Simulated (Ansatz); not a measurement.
# Pulling the pair apart

The pair of H2O (SMILES O, atoms 1–3) and SiNH5 (SMILES [SiH3]N, atoms 4–10), both closed shells, in one local arrangement (a lower one may exist), relaxed at PBE0-D4/def2-TZVP:

O1  (-0.362, -0.451, -2.429)
H2  (-0.162, -0.600, -1.490)
H3  (0.421, -0.035, -2.793)
Si4  (0.003, 0.806, 1.109)
N5  (0.031, -0.817, 0.487)
H6  (1.155, 1.528, 0.514)
H7  (-1.280, 1.417, 0.688)
H8  (0.115, 0.906, 2.593)
H9  (-0.784, -1.388, 0.662)
H10  (0.862, -1.366, 0.658)
(Å)

SiNH5 is shifted rigidly along the line between the mean atom positions of the two fragments (negative: closer). Counterpoise interaction energies in kJ/mol. Program: Ansatz 0.2.0. Basis: def2-TZVPPD. Cores are frozen in the correlated methods. B3LYP uses VWN-RPA correlation.

| shift (Å) | r2SCAN-D4 | B3LYP-D4 | wB97M-V |
| --- | --- | --- | --- |
| -0.20 | -20.5 | -19.2 | -17.2 |
| -0.10 | -22.7 | -21.9 | -20.1 |
| 0.00 | -23.3 | -22.8 | -21.3 |
| 0.10 | -22.9 | -22.7 | -21.4 |
| 0.24 | -21.4 | -21.3 | -20.3 |
| 0.50 | -17.3 | -17.3 | -16.8 |
| 1.00 | -10.2 | -10.0 | -10.1 |
| 2.00 | -3.5 | -3.1 | -3.6 |

Q: What does CCSD(T) give at these shifts? (An estimate is asked for; the value comes from the calculation.)

A: The calculation gives: -14.9, -18.1, -19.6, -19.9, -19.1, -16.1, -9.9, -3.6 kJ/mol. For zero shift, CCSD(T) at an estimated basis limit (MP2 extrapolated from triple and quadruple zeta, plus CCSD(T) − MP2 in triple zeta) gives -21.3 kJ/mol. These are counterpoise interaction energies, counted from the two frozen fragments.

The T1 diagnostic stays at or below 0.011.

For scale, one of the runs: CCSD(T)/def2-TZVPPD, 244 basis functions, launched by `ansatz run in.yaml --threads 4 --pin off --events-out ev --progress --plain --max-ram 9574MiB`. Time: 19 s of wall clock on 4 CPU threads of an AMD EPYC 9R45; the host was shared. Peak host memory: 4.8 GiB.
